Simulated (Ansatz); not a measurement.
```yaml
crystal:
  periodic: [false, false, false]
  atoms:
    - {symbol: Pd, position_ang: [-0.267048, 0.000059, -0.000474]}
    - {symbol: N, position_ang: [1.702568, -0.000378, 0.003024]}
    - {symbol: H, position_ang: [2.268145, 0.841440, 0.001468]}
    - {symbol: H, position_ang: [2.267763, -0.842446, 0.006589]}
basis:
  gaussian: {orbitals: def2-TZVP}
magnetization: {spin_polarized: true, initial_magnetization: 1}
hamiltonian: {xc: pbe0}
relax: {f_tol: 0.004, max_steps: 80}
```

```sh
$ ansatz run in.yaml --threads 1 --pin off --events-out ev --progress --plain --max-ram 2176MiB
```

Steps of the relaxation (energy above the last step; positions in Å, forces in eV/Å):

```
4
step 1, 31.4 meV
Pd   -0.267    0.000    0.000    0.874    0.000    0.002
N     1.703    0.000    0.003   -0.945    0.000   -0.002
H     2.268    0.841    0.001    0.036   -0.233    0.001
H     2.268   -0.842    0.007    0.036    0.233   -0.001
```

```
4
step 2, 4.9 meV
Pd   -0.242    0.000    0.000    0.353    0.000    0.001
N     1.690    0.000    0.003   -0.472    0.000   -0.001
H     2.262    0.834    0.001    0.060   -0.065    0.000
H     2.261   -0.835    0.007    0.060    0.065    0.000
```

```
4
step 3, 0.1 meV
Pd   -0.227    0.000    0.000   -0.043    0.000    0.000
N     1.681    0.000    0.003   -0.020    0.000    0.000
H     2.259    0.829    0.001    0.031    0.004    0.000
H     2.259   -0.830    0.007    0.031   -0.004    0.000
```

```
4
step 6, 0.0 meV
Pd   -0.230    0.000    0.000    0.000    0.000    0.000
N     1.680    0.000    0.003    0.000    0.000    0.000
H     2.261    0.827    0.001    0.000    0.000    0.000
H     2.261   -0.828    0.007    0.000    0.000    0.000
```

Close pairs at the end: N2–H4 1.012 Å, N2–H3 1.012 Å, Pd1–N2 1.910 Å.

A stationary point of unrestricted PBE0 after 6 steps, with ⟨S²⟩ = 0.761 against 0.75 for a pure state; no frequencies were run, so it isn't proven a minimum. 58 s on 1 thread of Intel Xeon Platinum 8259CL, shared host.
